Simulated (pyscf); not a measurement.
## Routes from H₂As–AsH₂ + H₂O

Candidate steps break at most two bonds and form at most two. Each was searched with GFN2-xTB (tblite) first. Optimised with ωB97X-D3(BJ)/def2-SVP in PySCF. Energies: ωB97M-D3(BJ)/def2-TZVP, kcal/mol, from the separated reactants, singlet surface.

```tsv
products	type	ΔE‡	ΔE	ΔG‡ 298 K	ΔG‡ 900 K	ν‡ (cm⁻¹)
HO–AsH₂ + AsH₃	four-centre exchange	50.3	+13.3	58.9	79.1	410i
HO–AsH–AsH₂ + H₂	four-centre exchange	59.5	+11.2	67.7	89.2	1325i
```

Plain bond fissions and candidates not yet searched are not listed, and one of them may be faster. Each barrier is that of the saddle found; lower ones may exist. Elements up to Kr have no core potential and no relativistic terms here.
